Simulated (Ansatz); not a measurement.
# C2H6N (doublet): relaxing a cheap start

Where does this start of C2H6N (doublet) end when it is relaxed?

The runs use Ansatz 0.2.0, Gaussian basis; UKS PBE0/def2-SVP.

1 further run of the same task is left out (it didn't finish).

### 1 The starting structure

9 atoms, charge 0, spin multiplicity 2.

Atoms are counted from 1 here; the program's logs count them from 0.

Bond lengths: C1–N2 1.434 Å, C1–H4 1.087 Å, C1–H5 1.167 Å, C1–H6 1.127 Å, N2–C3 1.436 Å, C3–H7 1.133 Å, C3–H8 1.114 Å, C3–H9 1.141 Å. Angles: N2–C1–H4 116.9°, N2–C1–H5 110.2°, N2–C1–H6 109.9°, H4–C1–H5 109.1°, H4–C1–H6 107.6°, H5–C1–H6 102.0°, C1–N2–C3 108.7°, N2–C3–H7 113.6°, N2–C3–H8 114.7°, N2–C3–H9 111.9°, H7–C3–H8 104.0°, H7–C3–H9 106.0°, H8–C3–H9 106.0°.

Geometry (Å):

```tsv
atom	x (Å)	y (Å)	z (Å)
C1	-0.36320	1.06910	-0.84730
N2	-0.44820	0.26080	0.33440
C3	0.72350	0.48770	1.13350
H4	0.48560	0.89420	-1.50330
H5	-0.40090	2.20120	-0.56530
H6	-1.30030	0.95010	-1.46260
H7	0.83310	1.55990	1.48270
H8	1.68700	0.27360	0.61710
H9	0.72490	-0.15260	2.07840
```

The start is a generated structure. Sticks and bond lists go by distance. 

### 2 The run

File in.yaml:

```yaml
crystal:
  periodic: [false, false, false]
  atoms:
    - {symbol: C, position_ang: [-0.363200, 1.069100, -0.847300]}
    - {symbol: N, position_ang: [-0.448200, 0.260800, 0.334400]}
    - {symbol: C, position_ang: [0.723500, 0.487700, 1.133500]}
    - {symbol: H, position_ang: [0.485600, 0.894200, -1.503300]}
    - {symbol: H, position_ang: [-0.400900, 2.201200, -0.565300]}
    - {symbol: H, position_ang: [-1.300300, 0.950100, -1.462600]}
    - {symbol: H, position_ang: [0.833100, 1.559900, 1.482700]}
    - {symbol: H, position_ang: [1.687000, 0.273600, 0.617100]}
    - {symbol: H, position_ang: [0.724900, -0.152600, 2.078400]}
basis:
  gaussian: {orbitals: def2-SVP}
magnetization: {spin_polarized: true, initial_magnetization: 1}
hamiltonian: {xc: pbe0}
relax: {f_tol: 0.01, max_steps: 150}
```

Started as:

```bash
$ ansatz run in.yaml --threads 1 --pin off --events-out ev --progress --plain --max-ram 24576MiB --backend cuda --devices 0, --max-vram 18GiB
```

What does the calculation give? Wanted: energy gained; shift from the start; total energy; dipole moment; ⟨S²⟩.

**Answer**, as computed:

| quantity | value |
| --- | --- |
| steps | 5 |
| energy gained | 0.172 eV |
| shift from the start (rms) | 0.044 Å |
| total energy | -3652.9024 eV |
| dipole moment | 1.77 D |
| ⟨S²⟩ | 0.754 |

What this shows: The bonds of the start are those of the end. C1–H5 went from 1.167 to 1.111 Å. No vibrations were run, so this is a stationary point, not a proven minimum, and this spin need not be the ground state's.
